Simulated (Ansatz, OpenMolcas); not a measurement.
The same job for OpenMolcas

This Ansatz 0.2.0 job computes triplet SiHCl:

run.yaml:
```yaml
crystal:
  periodic: [false, false, false]
  atoms:
    - symbol: Si
      position_ang: [-0.548300, 0.570970, -0.233910]
    - symbol: Cl
      position_ang: [1.275420, 0.352820, 0.736230]
    - symbol: H
      position_ang: [-0.727130, -0.923790, -0.502320]
basis:
  gaussian: {orbitals: cc-pVTZ}
total_charge: 0
magnetization: {spin_polarized: true, initial_magnetization: 2}
hamiltonian: {xc: hf}
accuracy: high
output: {orbitals: {seedname: orbitals}}
```

```bash
$ ansatz run run.yaml --threads 1 --pin off --max-ram 3480MiB --events-out events.jsonl --progress --plain --runs-dir runs
```

The coordinates come from a PBE0-D4/def2-TZVP relaxation. That shape belongs to the parent species and isn't relaxed for this state.

It gives a total energy of -749.003133 Eh.

Question: Translate the job to OpenMolcas 26.06 as an input file of the program's own.

Answer: This input was run:

run.inp:
```
&GATEWAY
BasLib = $CurrDir
BasisSet
Si.cc-pVTZ....
Si1 -0.548300 0.570970 -0.233910 angstrom
End of Basis
BasisSet
Cl.cc-pVTZ....
Cl2 1.275420 0.352820 0.736230 angstrom
End of Basis
BasisSet
H.cc-pVTZ....
H3 -0.727130 -0.923790 -0.502320 angstrom
End of Basis
&SEWARD
&SCF
UHF
Spin = 3
Thresholds = 1e-10 1e-07 1e-07 1e-05
PrOrbitals = 1 2
```

```bash
$ export MOLCAS_MEM=1860
$ pymolcas run.inp > run.log
```

(Basis files named in the input come from the Basis Set Exchange and aren't shown.)

Its energy is -749.003133 Eh, the same as the first but for the last digit, at most.
